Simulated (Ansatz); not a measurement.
# CO (charge +1): state-averaged CASSCF

Program: Ansatz, Gaussian basis, development build. State-averaged CASSCF with equal weights; occupations are averaged over the states; levels count from the state that is lowest in CASSCF. Solutions may break the symmetry of the shape. No proof that the lowest CASSCF solution was found. The average may hold one member of a degenerate pair alone.

Geometry: bond length 1.1098 Å.

Basis cc-pVDZ, nonrelativistic, 2 orbitals frozen in the corrections; active space CAS(9,8). Averaged: 2 doublets.

Question: Give the levels in order.

Answer: 

```json
{"state": "doublet", "CASSCF (eV)": "0.000", "SC-NEVPT2 (eV)": "0.000"}
{"state": "doublet", "CASSCF (eV)": "3.728", "SC-NEVPT2 (eV)": "3.487"}
```

Occupations: 2.00, 1.98, 1.94, 1.48, 1.45, 0.07, 0.06, 0.02.
